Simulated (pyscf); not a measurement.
PySCF, gas phase, ωB97X-D3(BJ)/def2-SVP geometries.

Question: For the elementary gas-phase step HCl + H₂N–SiH(Cl)–Cl → Cl–SiH(Cl)–Cl + NH₃ (singlet surface; Cl–H, N–Si broken, Cl–Si, H–N formed), what barrier and reaction energy does B3LYP-D3(BJ)/def2-TZVP give, measured from the separated reactants?

Answer: ΔE‡ = 21.2 kJ/mol, ΔE = -29.6 kJ/mol. ωB97M-D3(BJ)/def2-TZVP gives 27.0 kJ/mol and -28.2 kJ/mol. Zero-point energy shifts the barrier by +8.4 kJ/mol. It is a four-centre exchange, with an imaginary mode of 332i cm⁻¹. On the reactant side the descent ends in a complex, 22.8 kJ/mol under the separated species and 44.5 kJ/mol under the saddle at ωB97X-D3(BJ)/def2-TZVP. On the product side the descent ends in an adduct with a N–Si contact (not fully relaxed), 24.9 kJ/mol under the separated species and 81.4 kJ/mol under the saddle at ωB97X-D3(BJ)/def2-TZVP. What is counted as broken (N–Si) persists as a longer contact in the product adduct; parting that adduct is a step of its own. One saddle was located; it need not be the lowest between these sides.
